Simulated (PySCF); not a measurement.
# Core-level binding energies of Si(SMe)H3

Si(SMe)H3, CH6SSi.
Geometry (PBE0-D3(BJ)/def2-SVP, Å), atoms numbered from 1 in this order:
```
atom  x, y, z in Å
Si1   -0.377    0.846   -1.177
S2    -0.448    0.788    0.960
C3     0.361   -0.819    1.249
H4    -0.214   -1.644    0.804
H5     0.395   -0.963    2.338
H6     1.390   -0.829    0.861
H7     1.031    0.835   -1.683
H8    -1.051    2.113   -1.578
H9    -1.087   -0.327   -1.774
```

Computed with delta-SCF UKS SCAN, pcX-2 on the ionised atom, pcseg-1 elsewhere, spin-free X2C (PySCF 2.14.0). Each binding energy is the total energy of the core-ionised species, with the hole localised on one atom, minus that of the ground state; both are solved self-consistently, so orbital relaxation is included.

Problem. Give the core binding energies atom by atom.

Solution. 
```csv
atom(s),bonded to,level,binding energy (eV),2p1/2 (eV),count
S2,C and Si,S 1s,2476.78,–,1
Si1,S and 3 H,Si 1s,1846.97,–,1
C3,S and 3 H,C 1s,291.52,–,1
Si1,S and 3 H,Si 2p3/2,107.16,107.79,1
```

Problem. Which effective nuclear charge Zeff reproduces each element's mean 1s value in the hydrogen-like formula E = 13.606 eV × Zeff²?

Solution. C (Z = 6): mean 291.5 eV, Zeff = 4.63, Z − Zeff = 1.37; Si (Z = 14): mean 1847.0 eV, Zeff = 11.65, Z − Zeff = 2.35; S (Z = 16): mean 2476.8 eV, Zeff = 13.49, Z − Zeff = 2.51. Means run over the listed sites, weighted by atom count.

Problem. Which photon energy gives electrons from S 1s of S2 a kinetic energy of 50 eV, and what is their de Broglie wavelength?

Solution. hν = 2476.78 + 50 = 2526.78 eV, recoil neglected; λ = 12.264 Å/√(E/eV) = 1.73 Å.

Not every level is listed. The 2p values add to the ΔSCF energy of one spin-free hole a correction within the shell (spin–orbit coupling, ligand field). 2p1/2 minus 2p3/2 (ligand field included): Si 0.62 eV. Isolated species at its PBE0-D3(BJ)/def2-SVP geometry, gas phase.
